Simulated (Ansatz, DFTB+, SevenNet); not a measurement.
## Lattice constant a of bcc Nb: levels of theory against measurement

Reference value: 3.294 Å (measured, static lattice: zero-point anharmonic expansion removed; as tabulated in Mejia-Rodriguez and Trickey (2018), arXiv:1807.09216).

Q: What do GFN1-xTB, SevenNet-0, LDA, PBE, rVV10, r²SCAN-D4, HSE06 give, and how far is each from the reference?

A: 
```csv
level (code),value (Å),error (%)
GFN1-xTB (DFTB+),3.368,+2.25
SevenNet-0 (SevenNet),3.320,+0.79
LDA (Ansatz),3.247,-1.43
PBE (Ansatz),3.310,+0.49
rVV10 (Ansatz),3.335,+1.24
r²SCAN-D4 (Ansatz),3.299,+0.15
HSE06 (Ansatz),3.296,+0.06
```

Nearest, and too close to rank with a margin of 0.10 % (twice that across the reference) picked here for doubts on the reference and the settings: HSE06 (+0.06 %), r²SCAN-D4 (+0.15 %). GFN1-xTB (+2.25 %) misses by most. Within 1 %: SevenNet-0, PBE, r²SCAN-D4, HSE06. The least costly first-principles kind among them: DFT without exact exchange (PBE, r²SCAN-D4).

GFN1-xTB: the method was fitted mainly to molecules. Cutoffs and k meshes differ between the levels. Ansatz's density-functional and Hartree–Fock values are scalar-relativistic unless marked +SOC, with PAW data made under PBE.

Machine-learned potentials (SevenNet-0) are trained on DFT data, which may include these solids.

Differences are worked out from the printed values.

Ansatz is a quantum-chemistry and plane-wave program.
